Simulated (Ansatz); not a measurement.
Process, species as SMILES: [Si](O)(F)(F)O + 4 [H][H] (H2) → 2 F (HF) + 2 O (H2O) + [SiH4] (SiH4)

Wanted: energy of full hydrogenation (enthalpy at 298 K), in kcal/mol. Set-up: valence correlation only; non-relativistic; LANL2DZ with its own core potentials from Na on; spin-orbit terms left out; 6-311+G** with 5d, 6d on Na to Ar in Ansatz (a program for electronic structure); 6-31G* and kin with 6d, 5d where marked. Basis-set limits of correlation are two-point, X^-3; Hartree-Fock from the larger set. Ab initio and DFT rows: single points at B3LYP-D3(BJ) geometries (Ansatz), with unscaled harmonic terms from B3LYP/6-31G* (Ansatz) at its own minima.

Coupled cluster (Ansatz) is a level with limits of its own, used here on species with T1 under 0.025 (0.045 for open shells) and stable references: CCSD(T)/CBS(cc-pV(T+d)Z,cc-pV(Q+d)Z).

Value to compare with, CCSD(T)/CBS(cc-pV(T+d)Z,cc-pV(Q+d)Z) (Ansatz): 116.1 kcal/mol.

| level | program | energy of full hydrogenation (enthalpy at 298 K) (kcal/mol) | difference |
|---|---|---|---|
| HF/STO-3G | Ansatz | 67.0 | -49.1 |
| HF/3-21G | Ansatz | 143.6 | 27.5 |
| HF/LANL2DZ | Ansatz | 60.2 | -55.9 |
| HF/6-31G* | Ansatz | 120.8 | 4.7 |
| HF/6-311+G** | Ansatz | 87.3 | -28.8 |

Among the 5 habitual levels, HF/LANL2DZ lies farthest from CCSD(T)/CBS(cc-pV(T+d)Z,cc-pV(Q+d)Z) (Ansatz) (-55.9 kcal/mol) and HF/6-31G* nearest (4.7); 2 of 5 lie above it, and their mean absolute difference is 33.2 kcal/mol, the median 28.8. One case shows no general order.

The sets are all those run for this method; left out are runs that failed, that the program found above a lower state of the same kind, or whose <S^2> lies over 0.5 above the pure value.
